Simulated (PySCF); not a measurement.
Work out the structure from these simulated measurements.

Formula: CH6OSi.

* 1H NMR: chemical shifts (computed TMS as zero) by class: 4.65 (3 H), 3.61 (3 H) ppm [GIAO B3LYP/pcSseg-1]
* 13C NMR: chemical shifts (computed TMS as zero) by class: 55.4 (1 C) ppm [GIAO B3LYP/pcSseg-1]
* XPS: Si2p3/2 107.5, C1s 292.5, O1s 538.2, Si1s 1847.4 eV [ΔSCF SCAN, pcX-2 on the ionised atom, pcseg-1 elsewhere, spin-free X2C, 2p3/2 from a spin–orbit splitting computed afterwards within the 2p shell]
* Rotational structure: rotational constants A, B, C: 34.029, 5.524, 5.200 GHz [PBE0-D3(BJ)/def2-SVP]
* UV, strongest line: among the 10 lowest singlet transitions: S9 at 9.23 eV (134 nm, f = 0.193) [TDDFT wB97X-D/def2-SVPD]
* Dipole: 1.07 D [wB97X-D/def2-SVPD]

Gas-phase values; electronic properties from PySCF, density fitting. Levels stand in brackets. Geometry: PBE0-D3(BJ)/def2-SVP; no solvent, vibrations or thermal averaging. NMR classes are plain means over equivalent atoms (diastereotopic ones count apart unless rotation or inversion swaps them), as if these changed places fast.

**Question.** Propose a structure and show how it fits.

**Answer.** The one carbon: carbon bonded to O and 3 H (55.4 ppm). Hydrogen classes from least to most shielded: 3 H on a silicon bonded to O and 3 H (4.65 ppm), 3 H on a carbon bonded to O and 3 H (3.61 ppm). The core levels belong to: Si2p3/2 107.5 eV, silicon bonded to O and 3 H; C1s 292.5 eV, carbon bonded to O and 3 H; O1s 538.2 eV, oxygen bonded to C and Si; Si1s 1847.4 eV, silicon bonded to O and 3 H. The optimised geometry has point group Cs and is an asymmetric top. Structure: Si(OMe)H3 (`CO[SiH3]`). Computed isomers that give other values at the same levels: `C[SiH2]O` (core binding energies: Si2p3/2 107.2, C1s 290.4, O1s 538.5, Si1s 1847.1 eV). The assignments are read from this structure; whether some other isomer fits the data as well wasn't checked.
